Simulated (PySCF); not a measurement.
## Relaxation of singlet Mg(OH)2

Method: PySCF, PBE0, basis Mg def2-TZVP, O def2-TZVP, H def2-TZVP (no relativity, density fitting). A (50,194) grid was used.

A hand-made linear (heavy-atom frame) start, of C2h symmetry, held to at least that symmetry:

```xyz
5
charge 0 multiplicity 1, angstrom
Mg    0.0000    0.0000    0.0000
O     0.0000    0.0000    2.0200
O     0.0000    0.0000   -2.0200
H    -0.7354    0.0000    2.6371
H     0.7354    0.0000   -2.6371
```

Problem. What forces act on the atoms at the start (eV/Å)?

Solution. 
```tsv
atom	Fx	Fy	Fz
Mg1	0.00	0.00	0.00
O2	0.00	0.00	-2.47
O3	0.00	0.00	2.47
H4	0.09	0.00	-0.32
H5	-0.09	0.00	0.32
```

Problem. What does it relax to?

Solution. It ends at C2h with Mg–O 1.768 Å (×2), O–H 0.948 Å (×2); H–O–Mg 154.2° (×2), O–Mg–O 180.0°. A frequency run shows a minimum. Other isomers or separated fragments may lie lower.

Problem. How much energy is released, and in how many steps?

Solution. 75.7 kJ/mol in 11 steps.

The relaxation took of the order of 40 core-seconds on a shared host.
